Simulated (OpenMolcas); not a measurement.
**NH3 (ammonia), step by step**

Aim: a single-point energy (HF/STO-3G), then a single-point energy (CASSCF(2,2)/STO-3G), then the energy (CASPT2(2,2)/STO-3G), then a single-point energy (SC-NEVPT2(2,2)/STO-3G), then a single-point energy (MRCI(2,2)/STO-3G) of NH3 (ammonia). 

Program for the calculation: OpenMolcas 26.06.

1 further run of the same task is left out (set aside as unsound or not needed).

## Step 1: The structure to begin with

The species is NH3 (4 atoms), meant as a singlet with charge 0. As SMILES, `N`. The coordinates come from a PBE0-D4/def2-TZVP relaxation.

Bond lengths: N1–H2 1.013 Å, N1–H3 1.013 Å, N1–H4 1.013 Å. Angles: H2–N1–H3 107.1°, H2–N1–H4 107.1°, H3–N1–H4 107.1°.

## Step 2: The energy at HF/STO-3G (run 1)

The input, struct.xyz:

```xyz
4

N     -0.069910     0.249470     0.110930
H      0.490470    -0.301820     0.749180
H     -0.887480    -0.301940    -0.118910
H      0.466920     0.354280    -0.741200
```

The input, step1.input:

```
* H3N Hartree-Fock
>>> EXPORT MOLCAS_PRINT=2

&GATEWAY
  BASLIB=$CurrDir
  COORD=struct.xyz
  BASIS=STO-3G
  GROUP=NoSym

&SEWARD

&SCF
  PRORBITALS=1 1
```

The basis set STO-3G is read from a file made from the Basis Set Exchange's data (not shown).

Command:

```console
$ export MOLCAS_MEM=1860
$ pymolcas step1.input > step1.log
```

Output:

```text
--- Start Module: gateway ---
[...]
--- Stop Module: gateway /rc=_RC_ALL_IS_WELL_ ---
--- Start Module: seward ---
[...]
      Basis functions            8
--- Stop Module: seward /rc=_RC_ALL_IS_WELL_ ---
--- Start Module: scf ---
[...]
       Convergence after   8 Iterations
[...]
::    Total SCF energy                                -55.4539908849
[...]
      Total spin, S                                     0.0000000000
[...]
      Total electronic charge=   10.000000
      Total            charge=   -0.000000
[...]
      Dipole Moment (debye):
      Origin of the operator (angstrom)=   -0.0534    0.1904    0.0847
                   X=  4.3898E-01               Y= -1.5666E+00               Z= -6.9659E-01           Total=  1.7698E+00
      Quadrupole Moment (debye*angstrom):
[...]
--- Stop Module: scf /rc=_RC_ALL_IS_WELL_ ---
[...]
```

It took 1.6 s on 1 thread of Intel Xeon Platinum 8488C (Sapphire Rapids), shared host; peak memory 0.37 GiB.

## Step 3: A single-point energy at CASSCF(2,2)/STO-3G (run 2)

struct.xyz is that of step 2.

The input, step2.inp:

```
&GATEWAY
  BasLib=$CurrDir
  Coord=struct.xyz
  Basis=STO-3G
  Group=NoSym

&SEWARD

&RASSCF
  FileOrb=$CurrDir/step1.ScfOrb
  Spin=1
  Nactel=2 0 0
  Inactive=4
  Ras2=2
  OrbListing=Nothing
```

The basis set STO-3G is read from a file made from the Basis Set Exchange's data (not shown).

Command:

```console
$ export MOLCAS_MEM=1860
$ pymolcas step2.inp > step2.log
```

Output:

```text
--- Start Module: gateway ---
[...]
--- Stop Module: gateway /rc=_RC_ALL_IS_WELL_ ---
--- Start Module: seward ---
[...]
      Basis functions            8
--- Stop Module: seward /rc=_RC_ALL_IS_WELL_ ---
--- Start Module: rasscf ---
[...]
      Number of active orbitals                  2
[...]
      Spin quantum number                      0.0
[...]
      Active orbitals                            2
[...]
      Number of CSFs                             3
[...]
      Number of root(s) required                 1
[...]
      Convergence after  7 iterations
[...]
      printout of CI-coefficients larger than  0.05 for root  1
      energy=     -55.460835
      conf/sym  11     Coeff  Weight
             1  20   0.99827 0.99655
             3  02  -0.05876 0.00345
      Natural orbitals and occupation numbers for root  1
      sym 1:   1.993095   0.006905
      ************************************************************************************************************************
      *                                                    Final results                                                     *
[...]
::    RASSCF root number  1 Total energy:    -55.46083505
[...]
      Total electronic charge=   10.000000
      Total            charge=   -0.000000
[...]
      Dipole Moment (debye):
      Origin of the operator (angstrom)=   -0.0534    0.1904    0.0847
                   X=  4.3935E-01               Y= -1.5679E+00               Z= -6.9717E-01           Total=  1.7713E+00
      Quadrupole Moment (debye*angstrom):
[...]
--- Stop Module: rasscf /rc=_RC_ALL_IS_WELL_ ---
[...]
```

It took 1.7 s on 1 thread of Intel Xeon Platinum 8488C (Sapphire Rapids), shared host; peak memory 0.37 GiB.

## Step 4: A single-point energy at CASPT2(2,2)/STO-3G (run 3)

struct.xyz is that of step 3.

The input, step3.input:

```
&GATEWAY
  BasLib
  $CurrDir
  Coord
  struct.xyz
  Basis
  STO-3G
  Group
  NoSym

&SEWARD

&RASSCF
  FileOrb
  $CurrDir/step2.RasOrb
  Spin
  1
  Nactel
  2 0 0
  Inactive
  4
  Ras2
  2
  OrbListing
  Nothing

&CASPT2
  Imaginary
  0.1
  Frozen
  1
```

The basis set STO-3G is read from a file made from the Basis Set Exchange's data (not shown).

Command:

```console
$ export MOLCAS_MEM=1860
$ pymolcas step3.input > step3.log
```

Output:

```text
--- Start Module: gateway ---
[...]
--- Stop Module: gateway /rc=_RC_ALL_IS_WELL_ ---
[...]
      Basis functions            8
[...]
--- Start Module: rasscf ---
[...]
      Number of active orbitals                  2
[...]
      Spin quantum number                      0.0
[...]
      Active orbitals                            2
[...]
      Number of CSFs                             3
[...]
      Number of root(s) required                 1
[...]
      Convergence after  4 iterations
[...]
      printout of CI-coefficients larger than  0.05 for root  1
      energy=     -55.460835
      conf/sym  11     Coeff  Weight
             1  20   0.99827 0.99655
             3  02  -0.05876 0.00345
      Natural orbitals and occupation numbers for root  1
      sym 1:   1.993095   0.006905
      ************************************************************************************************************************
      *                                                    Final results                                                     *
[...]
::    RASSCF root number  1 Total energy:    -55.46083506
[...]
      Total electronic charge=   10.000000
      Total            charge=   -0.000000
[...]
      Dipole Moment (debye):
      Origin of the operator (angstrom)=   -0.0534    0.1904    0.0847
                   X=  4.3935E-01               Y= -1.5679E+00               Z= -6.9717E-01           Total=  1.7712E+00
      Quadrupole Moment (debye*angstrom):
[...]
--- Stop Module: rasscf /rc=_RC_ALL_IS_WELL_ ---
--- Start Module: caspt2 ---
[...]
 ###    WARNING: User changed nr of frozen orbitals.                         ###
 ###############################################################################
[...]
      E2 (Variational):          -0.0409682140
      Total energy:             -55.5018032694
[...]
      Reference weight:           0.98526
[...]
::    CASPT2 Root  1     Total energy:    -55.50180327
[...]
--- Stop Module: caspt2 /rc=_RC_ALL_IS_WELL_ ---
[...]
```

It took 1.7 s on 1 thread of Intel Xeon Platinum 8488C (Sapphire Rapids), shared host; peak memory 0.37 GiB.

## Step 5: A single-point energy at SC-NEVPT2(2,2)/STO-3G (run 4)

struct.xyz is that of step 4.

The input, step4.input:

```
* H3N NEVPT2
>>> EXPORT MOLCAS_PRINT=2
&GATEWAY
BasLib
$CurrDir
Coord
struct.xyz
Basis
STO-3G
Group
NoSym
&SEWARD
&RASSCF
FileOrb
$CurrDir/step2.RasOrb
Spin
1
Nactel
2 0 0
Inactive
4
Ras2
2
OrbListing
Nothing
&CASPT2
SC-NEVPT2
Frozen
1
```

The basis set STO-3G is read from a file made from the Basis Set Exchange's data (not shown).

Command:

```console
$ export MOLCAS_MEM=1860
$ pymolcas step4.input > step4.log
```

Output:

```text
--- Start Module: gateway ---
[...]
--- Stop Module: gateway /rc=_RC_ALL_IS_WELL_ ---
[...]
      Basis functions            8
[...]
--- Start Module: rasscf ---
[...]
      Number of active orbitals                  2
[...]
      Spin quantum number                      0.0
[...]
      Active orbitals                            2
[...]
      Number of CSFs                             3
[...]
      Number of root(s) required                 1
[...]
      Convergence after  4 iterations
[...]
      printout of CI-coefficients larger than  0.05 for root  1
      energy=     -55.460835
      conf/sym  11     Coeff  Weight
             1  20   0.99827 0.99655
             3  02  -0.05876 0.00345
      Natural orbitals and occupation numbers for root  1
      sym 1:   1.993095   0.006905
      ************************************************************************************************************************
      *                                                    Final results                                                     *
[...]
::    RASSCF root number  1 Total energy:    -55.46083506
[...]
      Total electronic charge=   10.000000
      Total            charge=   -0.000000
[...]
      Dipole Moment (debye):
      Origin of the operator (angstrom)=   -0.0534    0.1904    0.0847
                   X=  4.3935E-01               Y= -1.5679E+00               Z= -6.9717E-01           Total=  1.7712E+00
      Quadrupole Moment (debye*angstrom):
[...]
--- Stop Module: rasscf /rc=_RC_ALL_IS_WELL_ ---
--- Start Module: caspt2 ---
[...]
 ###    WARNING: User changed nr of frozen orbitals.                         ###
 ###############################################################################
[...]
      E2 (Variational):          -0.0446260260
[...]
      E2 (Variational):          -0.0445862179
      Total energy:             -55.5054212734
[...]
      Reference weight:           0.98265
[...]
::    SC-NEVPT2 Root  1     Total energy:    -55.50542127
[...]
--- Stop Module: caspt2 /rc=_RC_ALL_IS_WELL_ ---
[...]
```

Run time: 1.7 s. Hardware: 1 thread of Intel Xeon Platinum 8488C (Sapphire Rapids), shared host; peak memory 0.37 GiB.

## Step 6: The energy at MRCI(2,2)/STO-3G (run 5)

struct.xyz is that of step 5.

The input, step5.inp:

```
&GATEWAY
 BasLib=$CurrDir
 Coord=struct.xyz
 Basis=STO-3G
 Group=NoSym

&SEWARD

&RASSCF
 FileOrb=$CurrDir/step2.RasOrb
 Spin=1
 Nactel=2 0 0
 Inactive=4
 Ras2=2
 OrbListing=Nothing

&MOTRA
 LumOrb
 Frozen=1

&GUGA
 Electrons=8
 Spin=1
 Inactive=3
 Active=2
 CIAll=1

&MRCI
 SDCI
```

The basis set STO-3G is read from a file made from the Basis Set Exchange's data (not shown).

Command:

```console
$ export MOLCAS_MEM=1860
$ pymolcas step5.inp > step5.log
```

Output:

```text
--- Start Module: gateway ---
[...]
--- Stop Module: gateway /rc=_RC_ALL_IS_WELL_ ---
[...]
      Basis functions            8
[...]
      Number of active orbitals                  2
[...]
      Spin quantum number                      0.0
[...]
      Active orbitals                            2
[...]
      Number of CSFs                             3
[...]
      Number of root(s) required                 1
[...]
      Convergence after  4 iterations
[...]
      printout of CI-coefficients larger than  0.05 for root  1
      energy=     -55.460835
      conf/sym  11     Coeff  Weight
             1  20   0.99827 0.99655
             3  02  -0.05876 0.00345
      Natural orbitals and occupation numbers for root  1
      sym 1:   1.993095   0.006905
      ************************************************************************************************************************
      *                                                    Final results                                                     *
[...]
::    RASSCF root number  1 Total energy:    -55.46083506
[...]
      Dipole Moment (debye):
      Origin of the operator (angstrom)=   -0.0534    0.1904    0.0847
                   X=  4.3935E-01               Y= -1.5679E+00               Z= -6.9717E-01           Total=  1.7712E+00
      Quadrupole Moment (debye*angstrom):
[...]
      *** WARNING: Default frozen orbitals is overwritten by user input.
      *** Default values:   1
[...]
--- Start Module: guga ---
[...]
--- Stop Module: guga /rc=_RC_ALL_IS_WELL_ ---
--- Start Module: mrci ---
[...]
       (But an ACPF correction will be computed)
       USE THE DEFAULT ACPF G-VALUE GFAC=  0.25000000000000000
[...]
                      CI ENERGY:   -55.51777275
[...]
                ACPF CORRECTION:    -0.00126867
[...]
      Total electronic charge=   10.000000
      Total            charge=   -0.000000
[...]
     ACPF CORRECTION:     -0.00126867
[...]
  CI State   1     Total energy:    -55.51777275     QDav:     -0.00170422     QACPF:     -0.00126867
[...]
--- Stop Module: mrci /rc=_RC_ALL_IS_WELL_ ---
[...]
```

It took 1.8 s on 1 thread of Intel Xeon Platinum 8488C (Sapphire Rapids), shared host; peak memory 0.37 GiB.

## Step 7: Outcome

| quantity | value |
| --- | --- |
| run 1, HF/STO-3G: total energy | -55.45399 Eh |
| run 1, HF/STO-3G: dipole moment | 1.77 D |
| run 1, HF/STO-3G: HOMO energy | -9.56 eV |
| run 1, HF/STO-3G: LUMO energy | 17.38 eV |
| run 1, HF/STO-3G: HOMO–LUMO gap | 26.93 eV |
| run 2, CASSCF(2,2)/STO-3G: total energy | -55.46084 Eh |
| run 2, CASSCF(2,2)/STO-3G: dipole moment (CASSCF density) | 1.77 D |
| run 3, CASPT2(2,2)/STO-3G: total energy | -55.50180 Eh |
| run 3, CASPT2(2,2)/STO-3G: dipole moment (CASSCF density) | 1.77 D |
| run 4, SC-NEVPT2(2,2)/STO-3G: total energy | -55.50542 Eh |
| run 4, SC-NEVPT2(2,2)/STO-3G: dipole moment (CASSCF density) | 1.77 D |
| run 5, MRCI(2,2)/STO-3G: total energy | -55.51777 Eh |
| run 5, MRCI(2,2)/STO-3G: dipole moment (CASSCF density) | 1.77 D |

What this shows: Mulliken charges (run 2, CASSCF(2,2)/STO-3G) run from -0.46 on N1 to +0.15 on H2; they depend strongly on the basis. Mulliken charges (run 3, CASPT2(2,2)/STO-3G) of the CASSCF density run from -0.46 on N1 to +0.15 on H2; they depend strongly on the basis. Mulliken charges (run 4, SC-NEVPT2(2,2)/STO-3G) of the CASSCF density run from -0.46 on N1 to +0.15 on H2.
